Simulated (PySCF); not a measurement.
C4H8S.
SMILES: `CCC(C)=S`

Theory: TDDFT CAM-B3LYP/def2-SVPD, vertical, gas phase, core orbitals frozen in the response in PySCF. One conformer (not necessarily the lowest) at the GFN2-xTB geometry, without solvent, vibrations or thermal averaging. Torsions of this conformer, `[CH3:1][CH2:2][C:3]([CH3:4])=[S:5]`: C1–C2–C3–C4 -176°.

Computed states:

| state | E (eV) | f |
| --- | --- | --- |
| S1 | 2.60 | 0.0000 |
| S2 | 5.85 | 0.246 |
| S3 | 5.99 | 0.057 |
| S4 | 6.39 | 0.0003 |
| S5 | 6.54 | 0.0086 |
| S6 | 7.05 | 0.0006 |
| S7 | 7.10 | 0.0002 |
| S8 | 7.13 | 0.015 |

Each state is given a Gaussian of 0.3 eV full width at half maximum, with ε(max) = 2.175×10⁸ f / Δν̃ (Δν̃ the width in cm⁻¹). The width is an assumption, not a result. The curve ends short of the highest state used, and states not computed would add to its high-energy end.

Question: Give the broadened spectrum and its maxima.

Answer: 
(E (eV), ε (L mol⁻¹ cm⁻¹)): (2.15, 0), (2.23, 0), (2.31, 0), (2.39, 1), (2.47, 2), (2.55, 3), (2.63, 4), (2.71, 3), (2.79, 1), (2.87, 0), (2.95, 0), (3.03, 0), (3.11, 0), (3.19, 0), (3.27, 0), (3.35, 0), (3.43, 0), (3.51, 0), (3.58, 0), (3.66, 0), (3.74, 0), (3.82, 0), (3.90, 0), (3.98, 0), (4.06, 0), (4.14, 0), (4.22, 0), (4.30, 0), (4.38, 0), (4.46, 0), (4.54, 0), (4.62, 0), (4.70, 0), (4.78, 0), (4.86, 0), (4.94, 0), (5.02, 0), (5.10, 0), (5.17, 0), (5.25, 0), (5.33, 5), (5.41, 51), (5.49, 372), (5.57, 1854), (5.65, 6260), (5.73, 14403), (5.81, 22775), (5.89, 25120), (5.97, 19753), (6.05, 11364), (6.13, 4887), (6.21, 1607), (6.29, 510), (6.37, 419), (6.45, 648), (6.53, 793)

Maxima: 211 nm (5.87 eV), ε about 25000, made up of S2 (87%) and S3 (13%) (ε in L mol⁻¹ cm⁻¹; maxima over ε = 5, shares over 10%). At its high-energy end, 6.53 eV, the curve is still rising (ε about 790, from S5).

Question: Does any computed singlet lie in the visible range?

Answer: S1 lies in the visible range (380 to 750 nm), at 476 nm, dark in the vertical dipole picture (f under 0.0005); light of that wavelength is blue, and its complementary colour is yellow; a Tamm–Dancoff triplet lies at 575 nm, without intensity as long as spin–orbit coupling is left out.

Question: Coming from long wavelengths, where does ε first pass 100 L mol⁻¹ cm⁻¹?

Answer: At about 228 nm (5.44 eV), 2.83 eV above S1.

Question: What would ε be at 5.87 eV, the highest of these maxima, with half the width (0.15 eV)?

Answer: About 44900 L mol⁻¹ cm⁻¹ against 25300, a factor of about 1.8; a lone state at its own centre would give exactly 2.

On one thread, Arm Neoverse V1, on a shared host, this took 20 s of wall time.
